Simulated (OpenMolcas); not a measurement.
# Potential curves of N₂: spin–orbit levels

Computed with OpenMolcas 26.06: state-averaged CASSCF(10,8) over N 2s 2p, N 2s 2p, XMS-CASPT2 (IPEA 0.25, imaginary shift 0.2 hartree), scalar X2C, ANO-RCC-VTZP, then RASSI spin–orbit state interaction with atomic mean-field integrals. C2 symmetry about the axis (a holds Σ, Δ, Γ; b holds Π, Φ, H; Σ⁺ and Σ⁻ are not told apart); roots by multiplicity and irrep: 1a 1, 3b 2, 1b 2.

XMS-CASPT2 energies with spin–orbit state interaction in eV from the lowest point. Curves are followed by energy order within each symmetry, so they are adiabatic and may change character at avoided crossings and where g and u states cross; for Ω = 0 the + and − levels are counted together.

```csv
R (Å),(1)Ω=0,(2)Ω=0,(3)Ω=0,(1)Ω=1,(1)Ω=2,(2)Ω=1
0.943,2.779,13.147,13.147,13.153,13.159,14.613
0.997,1.053,10.483,10.483,10.489,10.495,11.908
1.047,0.269,8.929,8.929,8.935,8.941,10.314
1.096,0.000,7.961,7.961,7.967,7.973,9.302
1.151,0.123,7.379,7.379,7.385,7.391,8.679
1.206,0.543,7.174,7.174,7.179,7.185,8.424
1.282,1.424,7.295,7.295,7.301,7.306,8.490
1.381,2.776,7.846,7.846,7.852,7.857,8.989
1.534,4.856,9.012,9.012,9.017,9.022,10.111
1.754,7.134,10.545,10.545,10.550,10.555,11.699
2.082,8.761,11.790,11.790,11.793,11.796,13.385
2.521,9.266,11.989,11.989,11.989,11.990,14.225
```

Problem. With masses 14.003 and 14.003 u, fit the curves (1)Ω=0, (2)Ω=1 near their minima.

Solution. At XMS-CASPT2 with spin–orbit state interaction, Te from the lowest curve (the fit fixes ωe to a per cent or two; the method's Re and ωe can be off by some per cent):

```
 curve  Te (cm⁻¹)  Re (Å)  ωe (cm⁻¹)
(1)Ω=0          0   1.105     2321.1
(2)Ω=1      67820   1.230     1674.0
```

Measured for comparison (Huber and Herzberg, Constants of Diatomic Molecules, 1979): X 1Σg+ Te 0, Re 1.09769, ωe 2358.57; k 1Πg Te 36, Re 1.109; G 3Δg Te 78, Re 1.6107; A' 5Σg+ Te 79; A 3Σu+ Te 50203.6, Re 1.2866, ωe 1460.64.

g and u states are not told apart. Only roots inside an energy window near the equilibrium distance were included, so the list of states is not complete; labels number the states computed. Each spin and symmetry block has orbitals of its own, averaged over its own roots, so gaps between blocks are less sure than gaps within one and near the minimum can be off by tenths of an eV, in bad cases by more. No Rydberg orbitals are active, so Rydberg states, and σ→σ* states whose orbital the CASSCF left unused, can be missing between those listed. At stretched bonds a block can hold a wrong CASSCF solution and miss its lowest state; points past a visible jump are left out. No roots were computed in block 3a (none fell in the window or the block failed), so states of that kind are missing and can lie low or lowest. Points that failed a check (symmetry, reference weights, a jump) are left out.
